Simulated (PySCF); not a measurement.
Working out the ionisation energy of P

P [Ne] 3s2 3p3 (4S) → P+ [Ne] 3s2 3p2 (3P). Calculation: PySCF 2.14, in aug-cc-pwCVDZ (6s5p3d, 36 functions); no relativity, point nucleus. Frozen: nothing. Energies in hartree (1 hartree = 27.21139 eV):

```tsv
part	P (lower)	P+ (upper)
UHF	-340.710168	-340.345020
MP2 opposite-spin	-0.154136	-0.147940
MP2 same-spin	-0.065055	-0.054362
```

Question: What does Hartree-Fock give?

Answer: (-340.345020) − (-340.710168) = 0.365148 hartree = 9.936 eV.

Question: What do MP2 and SCS-MP2 (6/5 opposite-spin, 1/3 same-spin) give?

Answer: The opposite-spin parts differ by 0.169 eV and the same-spin parts by 0.291 eV. MP2: 9.936 + (0.169) + (0.291) = 10.396 eV. SCS-MP2: 9.936 + 1.2 × (0.169) + (0.291)/3 = 10.236 eV.

Measured between the centres of the two terms (NIST): 10.526 eV, so MP2 (all electrons) is off by -0.130 eV.

A double-zeta basis recovers only part of the correlation energy.

What remains against the reference includes basis incompleteness and correlation beyond second order.
